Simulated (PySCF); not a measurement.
C5H6O.
SMILES with atom numbers: `[CH2:1]=[CH:2]/[CH:3]=[CH:4]/[CH:5]=[O:6]` (hydrogens: H7, H8 on C1; H9 on C2; H10 on C3; H11 on C4; H12 on C5)

The same species was optimised twice, with GFN2-xTB and with PBE0-D3(BJ)/def2-SVP (PySCF), and the same property calculations (PySCF, gas phase) were run on both structures.

```
     coordinate  GFN2-xTB  PBE0-D3(BJ)/def2-SVP  change
      C4–C5 (Å)     1.453                 1.464  +0.011
      C1=C2 (Å)     1.332                 1.342  +0.010
      C2–C3 (Å)     1.439                 1.447  +0.008
      C3=C4 (Å)     1.343                 1.349  +0.006
      C5=O6 (Å)     1.207                 1.207   0.000
   C3–C4–C5 (°)     122.5                 121.3    -1.2
   C2–C3–C4 (°)     124.1                 125.0    +0.9
   C4–C5–O6 (°)     125.2                 124.6    -0.6
   C1–C2–C3 (°)     123.2                 123.3    +0.1
C1–C2–C3–C4 (°)       180                   180       0
C3–C4–C5–O6 (°)       180                   179      -1
```

Rotational constants: A = 29519, B = 1353, C = 1294 MHz (GFN2-xTB) against A = 28701, B = 1343, C = 1283 MHz (PBE0-D3(BJ)/def2-SVP). Point groups within 0.08 Å: Cs and Cs.

On the GFN2-xTB structure: lowest singlet, TDDFT (eV) 3.69 [CAM-B3LYP/def2-SVPD]; lowest triplet, Tamm–Dancoff (eV) 2.79 [CAM-B3LYP/def2-SVPD]; isotropic polarisability (au) 75.0 [CAM-B3LYP/def2-SVPD]; HOMO (eV) -8.70 [CAM-B3LYP/def2-SVPD]; LUMO (eV) -1.28 [CAM-B3LYP/def2-SVPD]; dipole (D) 4.35 [CAM-B3LYP/def2-SVPD]; HOMO (eV) -7.42 [PBE0/pcSseg-1]; LUMO (eV) -2.30 [PBE0/pcSseg-1]; dipole (D) 4.14 [PBE0/pcSseg-1]; GIAO shielding of C1 (ppm) 51.1 [PBE0/pcSseg-1]; GIAO shielding of C2 (ppm) 41.9 [PBE0/pcSseg-1]; GIAO shielding of C3 (ppm) 27.9 [PBE0/pcSseg-1]; GIAO shielding of C4 (ppm) 46.4 [PBE0/pcSseg-1]; GIAO shielding of C5 (ppm) -9.8 [PBE0/pcSseg-1]; GIAO shielding of O6 (ppm) -375.5 [PBE0/pcSseg-1].

Question: What do these properties become on the PBE0-D3(BJ)/def2-SVP structure?

Answer: 
| property | level | on GFN2-xTB | on PBE0-D3(BJ)/def2-SVP | change |
| --- | --- | --- | --- | --- |
| lowest singlet, TDDFT (eV) | CAM-B3LYP/def2-SVPD | 3.69 | 3.72 | +0.03 |
| lowest triplet, Tamm–Dancoff (eV) | CAM-B3LYP/def2-SVPD | 2.79 | 2.77 | -0.02 |
| isotropic polarisability (au) | CAM-B3LYP/def2-SVPD | 75.0 | 75.9 | +0.9 |
| HOMO (eV) | CAM-B3LYP/def2-SVPD | -8.70 | -8.68 | +0.02 |
| LUMO (eV) | CAM-B3LYP/def2-SVPD | -1.28 | -1.28 | 0.00 |
| dipole (D) | CAM-B3LYP/def2-SVPD | 4.35 | 4.30 | -0.05 |
| energy, GFN2-xTB geometry as zero (kcal/mol) | CAM-B3LYP/def2-SVPD | 0.0 | -0.6 | -0.6 |
| HOMO (eV) | PBE0/pcSseg-1 | -7.42 | -7.44 | -0.02 |
| LUMO (eV) | PBE0/pcSseg-1 | -2.30 | -2.30 | 0.00 |
| dipole (D) | PBE0/pcSseg-1 | 4.14 | 4.09 | -0.05 |
| energy, GFN2-xTB geometry as zero (kcal/mol) | PBE0/pcSseg-1 | 0.0 | -0.3 | -0.3 |
| GIAO shielding of C1 (ppm) | PBE0/pcSseg-1 | 51.1 | 48.2 | -2.9 |
| GIAO shielding of C2 (ppm) | PBE0/pcSseg-1 | 41.9 | 40.1 | -1.8 |
| GIAO shielding of C3 (ppm) | PBE0/pcSseg-1 | 27.9 | 25.9 | -2.0 |
| GIAO shielding of C4 (ppm) | PBE0/pcSseg-1 | 46.4 | 44.4 | -2.0 |
| GIAO shielding of C5 (ppm) | PBE0/pcSseg-1 | -9.8 | -10.3 | -0.5 |
| GIAO shielding of O6 (ppm) | PBE0/pcSseg-1 | -375.5 | -373.7 | +1.8 |

The heavy atoms differ by 0.020 Å rms after alignment. Among bonds between heavy atoms C1=C2 and C4–C5 change most and about equally (+0.010 to +0.011 Å). Changes are differences of the printed values. Neither structure is proved a minimum here.

Conformer computed: `[CH2:1]=[CH:2]/[CH:3]=[CH:4]/[CH:5]=[O:6]`: C1–C2–C3–C4 180°, C3–C4–C5–O6 179°.
